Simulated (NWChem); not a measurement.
System: fluoromethane (CH3F); SMILES CF

```xyz
5

C      0.0000     0.0000    -0.6018
F      0.0000     0.0000     0.7616
H      0.7326     0.7326    -0.9796
H      0.2681    -1.0007    -0.9796
H     -1.0007     0.2681    -0.9796
```
Atoms are numbered in this order, from 1.

Program: NWChem. The geometry was optimised at PBE0/def2-SVP. Isolated, static molecule.

GIAO at PBE0/pcSseg-1: principal shieldings of F2 are 411.2, 487.2, 487.2 ppm; an isolated trichlorofluoromethane molecule has σ = 177.1 ppm at the same levels.

Question: Find the isotropic 19F shift, its principal values, the span and the skew.

Answer: 
1. σ(iso) = one third of the sum = 461.9 ppm.
2. δ = σ(reference) − σ = -284.8 ppm against trichlorofluoromethane.
3. δ11, δ22, δ33 = -234.1, -310.1, -310.1 ppm.
4. Span Ω = δ11 − δ33 = 76.0 ppm; skew κ = 3(δ22 − δ(iso))/Ω = -1.00.
